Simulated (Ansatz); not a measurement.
`C=CC(=O)Cl` + CH₄ → `CC(=O)Cl` + ethylene at 500 K and 1 bar (formal exchange of groups at a C–C bond).

Calculated with Ansatz (gas phase, PBE0-D4/def2-TZVP geometries, no zero-point term in ΔE). CCSD(T)/CBS is the MP2 limit (def2-TZVPP, def2-QZVPP) plus CCSD(T) − MP2 in def2-TZVPP, frozen cores. This one scheme is used for every species. Each species was taken in one conformer, which may not be the lowest.

| species | CCSD(T)/CBS energy (Eh) | H − E (kJ/mol) | S (J/(mol·K)) |
| --- | --- | --- | --- |
| `C=CC(=O)Cl` | -650.88754 | 174.5 | 360.2 |
| CH₄ | -40.46206 | 135.6 | 206.8 |
| `CC(=O)Cl` | -612.86293 | 155.2 | 334.4 |
| `C=C` | -78.48111 | 155.1 | 245.3 |

H − E and S are ideal-gas, rigid-rotor, harmonic terms from PBE0-D4/def2-TZVP, for one conformer and one mirror image of each species. 1 Eh = 2625.50 kJ/mol, R = 8.31446 J/(mol·K).

**Question.** By hand: ΔE, ΔH, ΔS and ΔG.

**Answer.** ΔE = (-612.86293) + (-78.48111) − (-650.88754) − (-40.46206) = 0.00556 Eh = 14.6 kJ/mol. Δ(H − E) = 155.2 + 155.1 − 174.5 − 135.6 = 0.2, so ΔH = 14.8 kJ/mol. ΔS = 334.4 + 245.3 − 360.2 − 206.8 = 12.7 J/(mol·K). ΔG = 14.8 − 500 × (12.7)/1000 = 8.5 kJ/mol.

**Question.** By hand: the equilibrium constant, and the temperature at which ΔG would vanish if ΔH and ΔS stayed fixed.

**Answer.** log₁₀ K = −ΔG/(RT ln 10) = -0.9. ΔG = 0 at ΔH/ΔS = 1165 K, though so small a ΔS makes that figure unsure.

TΔS isn't small against ΔH here. A doubt of 5 kJ/mol in ΔE shifts log₁₀ K by 0.5 here. Other conformers and mirror images would add mixing entropy, several J/(mol·K) or more a flexible species. These are equilibria of isolated gas molecules and say nothing of rates. Largest T1 diagnostic: 0.015 (customary marks: 0.02 for closed shells, 0.045 for open ones).
